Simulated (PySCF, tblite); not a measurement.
**H₁₃N₄F, a solvent cluster: NMR shifts, interaction energy, spin-spin couplings and core binding energies**

Aim: the NMR shifts, interaction energy, spin-spin couplings and core binding energies of `F` with 4 × `N`.

Computed with tblite 0.8.0 and PySCF 2.14.0; each step states its level. No surroundings beyond the atoms listed, unless a continuum is named. Atoms count from 0, parts from 1.

### Step 1. Starting point

18 atoms, charge 0, multiplicity 1; geometry: rigid parts in contact. Parts: 1 = atoms 0–1, `F`, charge 0; 2 = atoms 2–5, `N`, charge 0; 3 = atoms 6–9, `N`, charge 0; 4 = atoms 10–13, `N`, charge 0; 5 = atoms 14–17, `N`, charge 0.

### Step 2. Bringing the parts together with GFN2-xTB

Job settings and geometry (Å):

```
{"job": {"kind": "dock", "xc": "GFN2-xTB", "basis": "xTB"}, "charge": 0, "multiplicity": 1, "parts": [{"atoms": "0-1", "charge": 0, "multiplicity": 1}, {"atoms": "2-5", "charge": 0, "multiplicity": 1}, {"atoms": "6-9", "charge": 0, "multiplicity": 1}, {"atoms": "10-13", "charge": 0, "multiplicity": 1}, {"atoms": "14-17", "charge": 0, "multiplicity": 1}]}
F      0.354841    -0.057782     0.249698
H     -0.502377     0.151174    -0.053713
N      1.773445    -1.167169    -2.373378
H      1.289355    -1.174155    -1.484374
H      2.312591    -2.025553    -2.457714
H      2.425905    -0.392634    -2.340131
N      1.079905    -4.958959    -2.516604
H      0.285086    -5.468114    -2.148694
H      1.903107    -5.258215    -2.009794
H      0.949150    -3.974522    -2.318015
N      3.324744    -3.095979     0.004278
H      3.617836    -3.689673    -0.762700
H      2.414094    -3.405912     0.322532
H      3.217428    -2.160587    -0.368549
N      3.655922    -3.501884    -3.492534
H      4.090120    -4.417480    -3.460432
H      2.955886    -3.532261    -4.226829
H      4.371313    -2.846823    -3.787687
```

With the program's defaults for keys left out, this is: GFN2-xTB search for minima from random contacts, gas phase.

Launch:

```
OMP_NUM_THREADS=1 python cluster_run.py task.json out
```

The driver reads the jobs from task.json and runs them one after another.

**Question.** The jobs that follow are: PBE0-D3(BJ)/def2-SVPD geometry optimisation, gas phase; GIAO PBE0/pcSseg-1 NMR shielding, non-relativistic, gas phase; wB97M-D3(BJ)/def2-SVPD interaction energy, counterpoise and uncorrected, gas phase; PBE0-D3(BJ)/def2-SVPD interaction energy, counterpoise and uncorrected, gas phase; B3LYP/pcJ-1 indirect spin-spin coupling, non-relativistic, gas phase; delta-SCF UKS SCAN, pcX-2 on the ionised atom, pcseg-1 elsewhere, spin-free X2C. Predict: binding energy (GFN2-xTB); point group; rotational constants (main isotopes); shieldings of H (PBE0/pcSseg-1); largest proton shift on binding; interaction energy, counterpoise (wB97M-D3(BJ)/def2-SVPD); superposition error; binding energy (with deformation); largest coupling of the table (B3LYP/pcJ-1); N1s binding energies, SCAN/pcX-2 (standing for 3 of 4 atoms).

The runs gave:

| quantity | value |
| --- | --- |
| binding energy (GFN2-xTB) | -34.01 kcal/mol |
| point group | C1 |
| rotational constants (main isotopes) | 2.65, 1.44, 1.14 GHz |
| shieldings of H (PBE0/pcSseg-1) | H1 14.2, H4 24.4, H8 26.3, H3 27.4, H12 27.9, H15 29.4, H5 30.8, H17 31.5 ppm and more |
| largest proton shift on binding | H1, +15.02 ppm |
| interaction energy, counterpoise (wB97M-D3(BJ)/def2-SVPD) | -46.07 kcal/mol |
| superposition error | 4.41 kcal/mol |
| binding energy (with deformation) | -33.87 kcal/mol |
| largest coupling of the table (B3LYP/pcJ-1) | 1J(N,H) N2–H4, -72.4 Hz |
| N1s binding energies, SCAN/pcX-2 (standing for 3 of 4 atoms) | N2 405.16, N10 404.77, N6 404.76 eV |
| range of the interaction energy over the runs of this table | -50.31 to -46.07 kcal/mol |

**Reading.** In the structure that the search hands on, at its xTB geometry, the leading contact, judged by the atoms' radii, is H4···N6 (hydrogen bond, 1.74 Å). Further contacts there: H8···N10 (hydrogen bond, 1.86 Å), H3···N14 (hydrogen bond, 1.95 Å). A later relaxation moves these distances. The optimisation took 10 steps and gained 0.160 eV; among the close pairs (by a distance rule), F0–H1 changed most, from 1.207 to 1.077 Å. At PBE0/pcSseg-1: Shielding is most anisotropic at F0 (span 232 ppm, paramagnetic term -90 ppm). On binding (GIAO PBE0/pcSseg-1 NMR shielding, non-relativistic, gas phase), H1 moves most among the protons, 15.02 ppm downfield. The attractive terms split as electrostatic 52 %, orbital 45 %, dispersion 4 %, against 95.65 kcal/mol of Pauli repulsion. In the run at B3LYP/pcJ-1, the largest coupling of the table is N2–H4, -72.4 Hz, of which the Fermi-contact term gives -70.5 Hz. N2 (nitrogen bonded to 3 H) binds its N1s electron 0.40 eV more tightly than N6 (nitrogen bonded to 3 H). Only 3 of the 4 N atoms are covered by sound results. Binding moves the N1s level of N6 by -0.79 eV. The interaction energy runs from -50.31 (PBE0-D3(BJ)/def2-SVPD) to -46.07 kcal/mol (wB97M-D3(BJ)/def2-SVPD).
